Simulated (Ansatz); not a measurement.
## Ansatz (development build ahead of 0.2.0) run

```yaml
crystal:
  periodic: [false, false, false]
  atoms:
    - { symbol: P, position_ang: [-0.09424, 0.01131, 0.03255] }
    - { symbol: H, position_ang: [0.37361, -0.64674, -1.12714] }
    - { symbol: H, position_ang: [0.55524, -0.84995, 0.94485] }
    - { symbol: H, position_ang: [0.91664, 0.99843, 0.04352] }
basis:
  gaussian: { orbitals: def2-SVP }
total_charge: 1
magnetization:
  spin_polarized: true
  initial_magnetization: 1
hamiltonian:
  xc: hf
correlation:
  method: mp2
  frozen_orbitals: { H: 0, P: 5 }
output:
  forces: true
```

The input is written out in the form of the current development build from the run's settings.

The run gave:

```
Converged                       : yes
Reference energy                : -342.02093 hartree
Correlation energy              : -0.10679 hartree
Total energy                    : -342.12772 hartree
Spin squared of the determinant : 0.754
Stability test                  : minimum
```

Forces (eV/Å):
```
atom      Fx      Fy      Fz
  P1   3.159  -0.789  -0.352
  H2  -1.176   0.021  -0.434
  H3  -1.084  -0.095   0.629
  H4  -0.899   0.863   0.157
```
